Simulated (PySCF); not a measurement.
CF$_{4}$, singlet, at the geometry of the source list; PySCF with HF/def2-SV(P).

Here is a job for PySCF.
```python
from pyscf import gto, scf

mol = gto.M(
    atom='''
F    -0.036500   -1.030700   -0.814500
C     0.000000    0.000000   -0.000000
F    -0.138600    1.109300   -0.690800
F    -0.977100   -0.097100    0.873400
F     1.152200    0.018400    0.631800
''',
    basis='def2-sv(p)',
    charge=0,
    spin=0,
    verbose=4,
)

mf = scf.RHF(mol)
mf.kernel()
mf.analyze()
```

Problem. Predict the main parts of the log of this PySCF run.

Solution. 
```
PySCF version 2.14.0

[INPUT] verbose = 4
[INPUT] num. atoms = 5
[INPUT] num. electrons = 42
[INPUT] charge = 0
[INPUT] spin (= nelec alpha-beta = 2S) = 0
[INPUT] symmetry False subgroup None
[INPUT] Mole.unit = angstrom
[INPUT] Symbol           X                Y                Z      unit          X                Y                Z       unit  Magmom
[INPUT]  1 F     -0.036500000000  -1.030700000000  -0.814500000000 AA   -0.068975003547  -1.947740716589  -1.539181928458 Bohr   0.0
[INPUT]  2 C      0.000000000000   0.000000000000   0.000000000000 AA    0.000000000000   0.000000000000   0.000000000000 Bohr   0.0
[INPUT]  3 F     -0.138600000000   1.109300000000  -0.690800000000 AA   -0.261916040865   2.096273189980  -1.305422806850 Bohr   0.0
[INPUT]  4 F     -0.977100000000  -0.097100000000   0.873400000000 AA   -1.846451396313  -0.183492406695   1.650486797195 Bohr   0.0
[INPUT]  5 F      1.152200000000   0.018400000000   0.631800000000 AA    2.177342440724   0.034770960692   1.193928965500 Bohr   0.0

nuclear repulsion = 206.817744353436
number of shells = 30
number of NR pGTOs = 120
number of NR cGTOs = 70
basis = def2-sv(p)
ecp = {}

******** <class 'pyscf.scf.hf.RHF'> ********
method = RHF
initial guess = minao
damping factor = 0
level_shift factor = 0
DIIS = <class 'pyscf.scf.diis.CDIIS'>
diis_start_cycle = 1
diis_space = 8
diis_damp = 0
SCF conv_tol = 1e-09
SCF conv_tol_grad = None
SCF max_cycles = 50
direct_scf = True
direct_scf_tol = 1e-13
Set gradient conv threshold to 3.16228e-05
Initial guess from minao.
init E= -436.122608198217
  HOMO = -0.604442368495017  LUMO = 0.293681197892509  gap/eV = 24.43919
cycle= 1 E= -435.094746774759  delta_E= 1.03  |g|= 1.04  |ddm|= 2.22
  HOMO = -0.677701490784695  LUMO = 0.280055083616396  gap/eV = 26.06188
cycle= 2 E= -435.242188790058  delta_E= -0.147  |g|= 0.579  |ddm|= 0.991
  HOMO = -0.696185210612894  LUMO = 0.350377342977879  gap/eV = 28.47842
cycle= 3 E= -435.294390283337  delta_E= -0.0522  |g|= 0.0567  |ddm|= 0.361
  HOMO = -0.683521083101507  LUMO = 0.35934990488333  gap/eV = 28.37797
cycle= 4 E= -435.295231877546  delta_E= -0.000842  |g|= 0.0161  |ddm|= 0.0534
  HOMO = -0.687496851136628  LUMO = 0.358260848671493  gap/eV = 28.45652
cycle= 5 E= -435.295328664795  delta_E= -9.68e-05  |g|= 0.00265  |ddm|= 0.0209
  HOMO = -0.687591071464333  LUMO = 0.358347508896898  gap/eV = 28.46144
cycle= 6 E= -435.295332169568  delta_E= -3.5e-06  |g|= 0.000307  |ddm|= 0.00401
  HOMO = -0.687592217499425  LUMO = 0.358384425819897  gap/eV = 28.46247
cycle= 7 E= -435.295332207506  delta_E= -3.79e-08  |g|= 4.61e-05  |ddm|= 0.000469
  HOMO = -0.687587639819898  LUMO = 0.358386027509943  gap/eV = 28.46239
cycle= 8 E= -435.295332208094  delta_E= -5.88e-10  |g|= 5.42e-06  |ddm|= 5.2e-05
  HOMO = -0.687587874985877  LUMO = 0.358385543603545  gap/eV = 28.46239
Extra cycle  E= -435.295332208103  delta_E= -8.3e-12  |g|= 1.47e-06  |ddm|= 5.86e-06
converged SCF energy = -435.295332208103
**** SCF Summaries ****
Total Energy =                        -435.295332208102650
Nuclear Repulsion Energy =             206.817744353436439
One-electron Energy =                -1017.542497813534965
Two-electron Energy =                  375.429421251995905
Two-electron Coulomb Energy =          420.916919097120910
DFT Exchange-Correlation Energy =      -45.487497845125006
HOMO-LUMO gap [eV] =                    28.462386459895811
**** MO energy ****
MO #1   energy= -26.3713493589782  occ= 2
MO #2   energy= -26.3713473030097  occ= 2
MO #3   energy= -26.3713420508609  occ= 2
MO #4   energy= -26.3713268072743  occ= 2
MO #5   energy= -11.6195076168322  occ= 2
MO #6   energy= -1.79428576088996  occ= 2
MO #7   energy= -1.66170287113477  occ= 2
MO #8   energy= -1.66169739685298  occ= 2
MO #9   energy= -1.66167283455826  occ= 2
MO #10  energy= -1.00504836076694  occ= 2
MO #11  energy= -0.898241158274116 occ= 2
MO #12  energy= -0.898239009316839 occ= 2
MO #13  energy= -0.898231513034524 occ= 2
MO #14  energy= -0.770484793587898 occ= 2
MO #15  energy= -0.770478676008355 occ= 2
MO #16  energy= -0.71803731356961  occ= 2
MO #17  energy= -0.718035838718196 occ= 2
MO #18  energy= -0.71802476754912  occ= 2
MO #19  energy= -0.6875973565495   occ= 2
MO #20  energy= -0.687589572434554 occ= 2
MO #21  energy= -0.687587874985877 occ= 2
MO #22  energy= 0.358385543603545  occ= 0
MO #23  energy= 0.402823772044673  occ= 0
MO #24  energy= 0.402850731000759  occ= 0
MO #25  energy= 0.402862047494497  occ= 0
MO #26  energy= 0.542142917033422  occ= 0
MO #27  energy= 0.628457701793747  occ= 0
MO #28  energy= 0.628472661405595  occ= 0
MO #29  energy= 0.628481270523181  occ= 0
 ** Mulliken pop on meta-lowdin orthogonal AOs  **
 ** Mulliken pop  **
 ** Mulliken atomic charges  **
charge of    0F =     -0.27702
charge of    1C =      1.10799
charge of    2F =     -0.27698
charge of    3F =     -0.27698
charge of    4F =     -0.27700
Dipole moment(X, Y, Z, Debye): -0.00008,  0.00029,  0.00020
```
